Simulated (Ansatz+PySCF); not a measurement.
Results of a calculation; reference values are marked as such.
Input for PySCF 2.14.0:

```python
from pyscf import gto, dft

mol = gto.M(atom="""
P 0.000000 0.000000 -1.418250
P 0.000000 0.000000 1.418250
""", basis='cc-pvdz', charge=0, spin=0)
mf = dft.UKS(mol, xc='wb97x')
mf.kernel()
print(mf.converged, mf.e_tot, mf.spin_square()[0])
```

The script is written out from the run's settings.

Output:

```json
{
 "Converged": "yes",
 "Total energy": "-682.43940 hartree",
 "Spin squared of the determinant": "0.000",
 "Cycles": "7"
}
```

This is not the lowest solution: another run reaches a determinant 2.72 eV lower.
